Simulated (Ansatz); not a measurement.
# BS: the cost of one run

Computed with Ansatz 0.2.0, Gaussian basis. Level: the settings change from run to run.

16 further runs of the same task are left out: 13 that didn't finish, 3 set aside as unsound or not needed.

## (1) What is computed

The geometry derives from a PBE0/def2-TZVP stationary point (not a proven minimum). One bond is set to the value named and the two fragments are kept rigid.

2 atoms, charge 1, spin multiplicity 3.

Atoms are counted from 1 here; the program's logs count them from 0.

Bond lengths: B1–S2 1.509 Å.

Coordinates:

```xyz
2
BS
B     0.0000    0.0000    0.0000
S     0.0000    0.0000    1.5090
```

## (2) CISD/cc-pVTZ

in.yaml reads:

```yaml
crystal:
  periodic: [false, false, false]
  atoms:
    - {symbol: B, position_ang: [0.000000, 0.000000, 0.000000]}
    - {symbol: S, position_ang: [0.000000, 0.000000, 1.509000]}
basis:
  gaussian: {orbitals: cc-pVTZ, fitting: {mean_field: def2-universal-jkfit}}
total_charge: 1
magnetization: {spin_polarized: false, initial_magnetization: 2}
correlation: {active_space: {ras: {orbitals: [3, 2, 53], electrons: 8, max_holes: 2, max_particles: 2}, fixed_orbitals: true}}
scf: {lower_state_search: full}
output: {forces: true}
```

Launch:

```console
$ ansatz run in.yaml --threads 1 --pin off --events-out ev --progress --plain --max-ram 2393MiB
```

Q: Estimate wall time and peak memory on 1 thread of Intel Xeon Platinum 8259CL at 2.50GHz, shared host.

About 11 s, with a peak of 0.38 GiB.
